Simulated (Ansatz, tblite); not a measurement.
# The cluster Sb4−: one state, many levels

One table from this session's results is given with a row withheld; the runs are named, their logs left out.

Computed with Ansatz 0.2.0, Gaussian basis. Level: as each input shows.

Plan: GFN1-xTB, GFN2-xTB, PBE-D4/def2-TZVPD, r2SCAN-D4/def2-TZVPD, B3LYP-D4/def2-TZVPD, PBE-QIDH/def2-TZVPD, PBE-D4/def2-SVPD, PBE0-D4/def2-SVPD, CCSD(T)/def2-SVPD, MP2/def2-TZVPD, RPA/def2-TZVPD.

3 further runs of the same task are left out: 3 set aside as unsound or not needed.

### The geometry

The geometry is that of the doublet, from an earlier relaxation (PBE0-D4/def2-SVPD). At that level it is the lowest of the isomers that a small search found.

4 atoms, charge -1, spin multiplicity 2.

Bond lengths: Sb1–Sb2 2.837 Å, Sb1–Sb3 2.836 Å, Sb1–Sb4 2.804 Å, Sb2–Sb4 2.836 Å, Sb3–Sb4 2.837 Å. Angles: Sb2–Sb1–Sb3 75.5°, Sb2–Sb1–Sb4 60.4°, Sb3–Sb1–Sb4 60.4°, Sb1–Sb2–Sb4 59.2°, Sb1–Sb3–Sb4 59.2°, Sb1–Sb4–Sb2 60.4°, Sb1–Sb4–Sb3 60.4°, Sb2–Sb4–Sb3 75.5°.

As a file:

| atom | x (Å) | y (Å) | z (Å) |
| --- | --- | --- | --- |
| Sb1 | 0.46971 | -0.32153 | -1.55206 |
| Sb2 | -0.30042 | -1.76033 | 0.76900 |
| Sb3 | 1.28870 | 1.32215 | 0.60958 |
| Sb4 | -1.45799 | 0.75972 | 0.17347 |

Sb takes a core potential in the def2 sets. No spin-orbit coupling is included. The ion is computed in the gas phase, without counter-ions or solvent.

PBE0-D4/def2-TZVPD was run before; its log isn't repeated, and its numbers join the tables.

Set-up of the first run:

Tight binding, by tblite at 300 K electronic temperature and without a spin-polarisation term:

```python
tblite.interface.Calculator('GFN1-xTB', numbers, positions, charge=-1, uhf=1).singlepoint()
```

Tight binding, by tblite at 300 K electronic temperature and without a spin-polarisation term:

```python
tblite.interface.Calculator('GFN2-xTB', numbers, positions, charge=-1, uhf=1).singlepoint()
```

start.molden holds the orbitals of an earlier run on this state, given as this run's starting guess.

in.yaml reads:

```yaml
crystal:
  periodic: [false, false, false]
  atoms:
    - {symbol: Sb, position_ang: [0.469711, -0.321534, -1.552059]}
    - {symbol: Sb, position_ang: [-0.300417, -1.760331, 0.769000]}
    - {symbol: Sb, position_ang: [1.288701, 1.322152, 0.609576]}
    - {symbol: Sb, position_ang: [-1.457994, 0.759723, 0.173472]}
basis:
  gaussian: {orbitals: def2-TZVPD, initial_orbitals: start.molden}
total_charge: -1
magnetization: {spin_polarized: true, initial_magnetization: 1}
hamiltonian: {xc: pbe, dispersion: d4}
scf: {omitted_lower_state_checks: [starts]}
output: {orbitals: {seedname: orbitals}}
```

Command:

```console
$ ansatz run in.yaml --threads 4 --pin off --events-out ev --progress --plain --max-ram 8704MiB
```

Among the steps run: PBE-D4/def2-TZVPD; r2SCAN-D4/def2-TZVPD; B3LYP-D4/def2-TZVPD; PBE-QIDH/def2-TZVPD; PBE-D4/def2-SVPD; PBE0-D4/def2-SVPD; CCSD(T)/def2-SVPD; MP2/def2-TZVPD; RPA/def2-TZVPD.

One table of the session follows, with a row left open; its other results are not shown here.

It belongs to the step «Levels side by side». 

| level | HOMO (eV) | LUMO (eV) | gap (eV) |
| --- | --- | --- | --- |
| PBE-D4/def2-SVPD | ? | ? | ? |
| PBE-D4/def2-TZVPD | 0.64 | 1.25 | 0.61 |
| r2SCAN-D4/def2-TZVPD | 0.42 | 1.49 | 1.06 |
| B3LYP-D4/def2-TZVPD | 0.05 | 1.63 | 1.58 |
| PBE0-D4/def2-SVPD | -0.06 | 2.02 | 2.08 |
| PBE0-D4/def2-TZVPD | -0.17 | 1.86 | 2.03 |

Q: Estimate the row for PBE-D4/def2-SVPD from the others.

As computed: HOMO (eV): 0.78; LUMO (eV): 1.42; gap (eV): 0.63. In the column «HOMO (eV)» it is the highest.
